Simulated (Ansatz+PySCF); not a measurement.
Results of a calculation; reference values are marked as such.
This Ansatz input gave a total energy of -56.13489 hartree.

```yaml
crystal:
  periodic: [false, false, false]
  atoms:
    - { symbol: "N", position_ang: [0.0, 0.0, 0.12158] }
    - { symbol: H, position_ang: [1.73132, 0.0, -0.62819] }
    - { symbol: H, position_ang: [-0.46792, 0.81047, -0.2837] }
    - { symbol: H, position_ang: [-0.46792, -0.81047, -0.2837] }
basis:
  gaussian: { orbitals: "6-31G" }
hamiltonian:
  xc: hf
correlation:
  method: mp2
  frozen_orbitals: { H: 0, "N": 1 }
scf:
  omitted_lower_state_checks: [stability, starts, atomic_configurations, cluster_reference, orbital_swaps, given_window_search, neighbouring_geometries, increment]
```

Write an input for PySCF with the same method and basis set.

```python
from pyscf import gto, scf, mp

mol = gto.M(atom="""
N 0.000000 0.000000 0.121580
H 1.731320 0.000000 -0.628190
H -0.467920 0.810470 -0.283700
H -0.467920 -0.810470 -0.283700
""", basis='6-31g', charge=0, spin=0)
mf = scf.RHF(mol)
mf.kernel()
pt = mp.MP2(mf, frozen=1).run()
print(mf.e_tot, pt.e_corr, pt.e_tot)
```

PySCF 2.14.0 gave -56.13489 hartree, 0.03 meV from the first. Caution: large amplitudes, a single reference is doubtful; an unrestricted determinant lies well below.
